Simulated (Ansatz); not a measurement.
Input for Ansatz (development build ahead of 0.2.0):

```yaml
crystal:
  periodic: [false, false, false]
  atoms:
    - { symbol: C, position_ang: [1.39697, 0.0, 0.0] }
    - { symbol: C, position_ang: [0.7708, 1.22596, 0.0] }
    - { symbol: C, position_ang: [-0.63102, 1.21295, 0.0] }
    - { symbol: C, position_ang: [-1.32222, 0.0, 0.0] }
    - { symbol: C, position_ang: [-0.63102, -1.21295, 0.0] }
    - { symbol: C, position_ang: [0.7708, -1.22596, 0.0] }
    - { symbol: H, position_ang: [1.32615, 2.1679, 0.0] }
    - { symbol: H, position_ang: [-1.18169, 2.15793, 0.0] }
    - { symbol: H, position_ang: [-2.41482, 0.0, 0.0] }
    - { symbol: H, position_ang: [-1.18169, -2.15793, 0.0] }
    - { symbol: H, position_ang: [1.32615, -2.1679, 0.0] }
basis:
  gaussian: { orbitals: cc-pVDZ }
magnetization:
  spin_polarized: true
  initial_magnetization: 1
hamiltonian:
  xc: hf
correlation:
  method: mp2
  frozen_orbitals: { C: 1, H: 0 }
```

The input is written out in the form of the current development build from the run's settings.

Output:

| Quantity | Value |
| --- | --- |
| Converged | yes |
| Reference energy | -230.08210 hartree |
| Correlation energy | -0.70482 hartree |
| Total energy | -230.78692 hartree |
| Spin squared of the determinant | 1.361 |

Caution: the unrestricted determinant is spin contaminated.
